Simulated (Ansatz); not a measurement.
AlBO, AlBS: atomization energies

Ansatz 0.2.0, functionals in def2-QZVPP, HF, MP2 and coupled cluster extrapolated from def2-TZVPP and def2-QZVPP (exp(−7.88 √X), X^−2.97); geometries are PBE0/def2-TZVP minima. Wave-function levels freeze the cores; HF, MP2 and coupled cluster are restricted for singlets and unrestricted otherwise, atoms included (their steps beyond CCSDT(Q) come from restricted open-shell runs), Kohn–Sham unrestricted where that lies lower. The best estimate adds to that CCSD(T) limit the step from CCSD(T) to the highest level run in a smaller set (CCSDTQ/cc-pVDZ). It lacks core correlation, which semilocal and hybrid functionals hold and which counts in their errors here, (a few kJ/mol in atomization energies of light atoms) is good to about 1 kcal/mol where the step is under 0.06 eV, as here, and is no measured value. An error is the level's value less this estimate. Energies are electronic, without zero-point terms. No spin–orbit coupling and no scalar relativity. CCSD(T)'s error is that step with its sign reversed, by construction, and steps from double-zeta sets run high. The species are chosen: bound, without strong static correlation by their natural occupations or amplitudes, in their lowest spin state as far as vertical gaps and like structures tell, and with a ladder that closes on the reference, so errors are smaller than for species at large; levels whose determinant breaks symmetry or spin markedly are left out.

```
      species                               bonds (Å)     quantity  symmetry of the states                       reference  value (kcal/mol)  error CCSD(T)  error PBE  error r2SCAN  error PBE0  error B3LYP
AlBO, singlet  B–Al 2.246, B–O 1.207, angle at B 180°  atomization                      Σ⁺  limit + step to CCSDTQ/cc-pVDZ             275.9           -0.6       10.5           0.5        -2.0         -1.9
AlBS, singlet  B–Al 2.231, B–S 1.617, angle at B 180°  atomization                      Σ⁺  limit + step to CCSDTQ/cc-pVDZ             212.4           -0.6        7.3           1.9         0.3         -4.6
```

The reference falls from O to S, by 63.5 kcal/mol in all.
